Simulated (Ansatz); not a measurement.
# CH5Si: the cost of one run

Computed with the Python package of Ansatz 0.2.0. The levels of theory stand in the script.

## 1. The system

Bond lengths: C1–Si2 1.894 Å, C1–H3 1.089 Å, C1–H4 1.087 Å, C1–H5 1.087 Å, Si2–H6 1.458 Å, Si2–H7 1.458 Å. Angles: C1–Si2–H6 113.0°, C1–Si2–H7 113.1°, H6–Si2–H7 113.0°, Si2–C1–H3 110.9°, Si2–C1–H4 111.5°, Si2–C1–H5 111.4°, H3–C1–H4 107.6°, H3–C1–H5 107.6°, H4–C1–H5 107.7°.

No structure file is read: the coordinates are typed or built in the script.

## 2. The script

run_basis.py reads:

```python
import argparse
import warnings

import ansatz
from ase import Atoms

parser = argparse.ArgumentParser(description="How the energy of CH5Si converges with the basis.")
parser.add_argument("--xc", required=True, help="exchange-correlation functional")
args = parser.parse_args()


def main() -> None:
    warnings.simplefilter("ignore", ansatz.DeckWarning)

    atoms = Atoms(["C", "Si", "H", "H", "H", "H", "H"], positions=[
        [-0.12326, -0.80794, 0.0895],
        [0.17796, 1.05397, 0.26219],
        [-0.20707, -1.09176, -0.9588],
        [0.69035, -1.38449, 0.52123],
        [-1.04188, -1.10943, 0.58527],
        [-0.94783, 1.85864, -0.19601],
        [1.45172, 1.48101, -0.30339],
    ])
    ch5si = ansatz.Crystal.molecule_from_ase(atoms)

    base = ch5si.calculation()
    base = base.functional(args.xc)
    base = base.spin("collinear", total=1)

    energies = {}
    for basis in ["STO-3G", "6-31G", "6-31G*", "def2-SVP", "def2-SVPD", "def2-TZVP", "def2-TZVPP"]:
        rep = base.basis(gaussian=basis).run(threads=1, pin="off").report
        size = rep["n_frozen"] + rep["n_occupied"][0] + rep["n_virtual"][0]
        energies[basis] = (rep["reference_energy_ev"] / 27.211386246, rep["free_energy_ev"] / 27.211386246)
        print(f"{basis:14s} {size:4d} orbitals  reference {energies[basis][0]:14.6f} Ha  total {energies[basis][1]:14.6f} Ha")

    last = energies["def2-TZVPP"][1]
    for basis, (_, total) in energies.items():
        print(f"{basis:14s} lies {27.211386 * (total - last):9.4f} eV above def2-TZVPP")


if __name__ == "__main__":
    main()
```

## 3. What the engine is handed

The engine receives this input (first run):

```yaml
crystal:
  periodic: [false, false, false]
  atoms:
    - { symbol: C, position_ang: [-0.12326, -0.80794, 0.0895] }
    - { symbol: Si, position_ang: [0.17796, 1.05397, 0.26219] }
    - { symbol: H, position_ang: [-0.20707, -1.09176, -0.9588] }
    - { symbol: H, position_ang: [0.69035, -1.38449, 0.52123] }
    - { symbol: H, position_ang: [-1.04188, -1.10943, 0.58527] }
    - { symbol: H, position_ang: [-0.94783, 1.85864, -0.19601] }
    - { symbol: H, position_ang: [1.45172, 1.48101, -0.30339] }
basis:
  gaussian:
    orbitals: STO-3G
hamiltonian:
  xc: pbe0
magnetization:
  spin_polarized: true
  initial_magnetization: 1.0
```

## 4. The run

On the command line:

```console
python run_basis.py --xc PBE0
```

Q: Estimate wall time and peak memory on 1 thread of Arm Neoverse V1, shared host.

About 14 s, with a peak of 0.32 GiB.
